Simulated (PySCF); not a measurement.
## Converging CN⁻ in the basis (PBE0)

PySCF, UKS reference; singlet, unpaired electrons none; De to C⁻ + N without counterpoise correction.

| basis | relativity | functions | Re (Å) | ωe (cm⁻¹) | De (eV) | μ (D) |
| --- | --- | --- | --- | --- | --- | --- |
| def2-SVPD | no relativity | 40 | 1.174 | 2212 | n/a | 0.70 |
| aug-cc-pVDZ | no relativity | 46 | 1.182 | 2137 | 10.01 | 0.62 |
| def2-TZVPPD | no relativity | 74 | 1.170 | 2163 | 10.47 | 0.65 |

Problem. How does each smaller set differ from the one with most functions, def2-TZVPPD?

Solution. def2-SVPD: +0.4 pm, +2.3 % in ωe; aug-cc-pVDZ: +1.2 pm, -1.2 % in ωe, -0.46 eV in De. All at PBE0; the set with most functions is neither the basis-set limit nor always the best.

A positive dipole points towards N; it is taken about the centre of mass and depends on that origin. For an ion De counts to the pair picked by the measured ionisation energies or electron affinities, which need not be the lowest pair at this level.
